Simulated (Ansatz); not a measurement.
Cartesian coordinates in Å:
```
C 1.7887 -2.2625 0.2186
C 0.6903 -1.6891 -0.2468
C -0.3515 -1.0346 0.6133
C -0.6112 0.3450 0.2241
C -0.8105 1.4801 -0.1173
C -1.0501 2.8523 -0.5223
H 2.0110 -2.2839 1.2811
H 2.5071 -2.7301 -0.4444
H 0.4976 -1.6701 -1.3164
H -0.0421 -1.0759 1.6626
H -1.2881 -1.6029 0.5425
H -0.3476 3.1584 -1.3017
H -2.0624 2.9769 -0.9152
H -0.9313 3.5364 0.3218
```

Charge 0, multiplicity 1.

Problem. List the ωB97M-V/def2-TZVPP orbital energies in eV (Ansatz 0.2.0). (Estimate.)

Solution. Computed: Occupied: -282.06, -281.81, -281.67, -281.25, -281.16, -281.06, -25.52, -24.35, -23.02, -21.39, -18.42, -16.43, -15.59, -14.88, -14.81, -14.43, -14.38, -13.52, -12.37, -10.03, -9.46, -9.39. Lowest empty: 2.32, 2.83, 3.20, 3.51, 3.83, 3.88, 4.21, 4.89.
